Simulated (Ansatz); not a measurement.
The reference is Sn in the diamond structure (space group Fd-3m, No. 227; a = 6.566 Å).

Method: r2SCAN in Ansatz (plane waves to 500 eV, PAW, no spin-orbit coupling).

```tsv
level	band gap	lattice parameter a
r2SCAN	zero	6.566 Å
```

Measured: band gap 0 eV (temperature not stated; as listed in Das, Protik, Mohammadi, Mohammad, Bazhirov, Timur, arXiv (2018)); lattice parameter a 6.477 Å (static lattice; corrected from measurement; as listed in Daniel Mejia-Rodriguez, S. B. Trickey, Phys. Rev. B (2018)).

Computed minus measured — band gap: r2SCAN +0.00 eV; lattice parameter a: r2SCAN +1.4 %. Measured values not marked as corrected hold thermal and zero-point effects that the static-lattice runs lack. A measured gap can be an optical one, lowered by exciton binding. Levels without spin-orbit coupling miss its lowering of the gap, often about a third of the valence-band splitting.

Whether these cells are dynamically stable was not tested.

Ansatz is a quantum-chemistry and plane-wave program.
